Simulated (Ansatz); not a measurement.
Compare A (`COC1=NC1`) with its isomer B (`CC1=NCO1`).

Calculated with Ansatz (gas phase, PBE0-D4/def2-TZVP geometries, no zero-point term in ΔE). CCSD(T)/CBS adds triple-zeta CCSD(T) − MP2 to the extrapolated MP2 energy (def2 sets, frozen cores). DFT in def2-TZVPP.

**Question.** Which isomer does CCSD(T)/CBS put lower? Give the gap. (Estimate.)

**Answer.** Computed: B, by 25.9 kcal/mol.

**Question.** Give E(B) − E(A) in kcal/mol with PBE-D4, CCSD/def2-TZVPP, PBE0-D4, MP2/def2-TZVPP, CCSD(T)/def2-SVP, B2PLYP, LDA (SPW92). (Estimate.)

**Answer.** Computed: PBE-D4 -24.7, CCSD/def2-TZVPP -25.7, PBE0-D4 -25.9, MP2/def2-TZVPP -25.1, CCSD(T)/def2-SVP -24.2, B2PLYP -24.3, LDA (SPW92) -27.4. None reverses the order clearly.

**Question.** Does the order hold for the free energy at 298.15 K (harmonic terms from PBE0-D4)? (Estimate.)

**Answer.** Computed: Yes: G(B) − G(A) = -24.9 kcal/mol.

Largest T1 diagnostic: 0.014.

From BLYP to BHLYP (50 % exact exchange), in def2-TZVPP and without D4, E(B) − E(A) moves by −2.8 kcal/mol. Leaving LDA and LC-ωPBE aside and taking each functional with its dispersion term where it has one, the values, not all of them listed here, spread over 4.2 kcal/mol, from PBE-QIDH to BLYP-D4. LDA lies −2.8 kcal/mol from PBE without D4.
